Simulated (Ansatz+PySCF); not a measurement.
## doublet SiH4(+): levels of theory in one basis

```xyz
5

Si   -0.4684    0.0000    0.5908
H    -0.3371    0.0000   -1.2778
H     0.4367    0.0000   -1.1333
H     0.1844   -1.2856    0.9102
H     0.1844    1.2856    0.9102
```

Basis set: cc-pVTZ on H; cc-pV(T+d)Z on Si (spherical functions). Frozen core: 5 orbitals. Correlation on ROHF uses semicanonical orbitals with singles. Charge 1, multiplicity 2.

Computed with Ansatz (development build ahead of 0.2.0); each method stands on the lowest determinant of its kind that the runs found.

| method | E − E(ROHF) (eV) | <S²> of the determinant |
| --- | --- | --- |
| ROHF | 0.00 | 0.75 |
| UHF | -0.04 | 0.75 |
| ROHF-MP2 | -3.17 | – |
| UHF-MP2 | -3.18 | 0.75 |

Question: What does ROHF-CCSD(T) give on the same scale?

Answer: -4.00 eV.

Question: Is a single determinant a sound starting point here?

Answer: By this sign, yes. Unrestricted orbitals gain 0.04 eV and <S²> is 0.75 against 0.75 for a pure state.
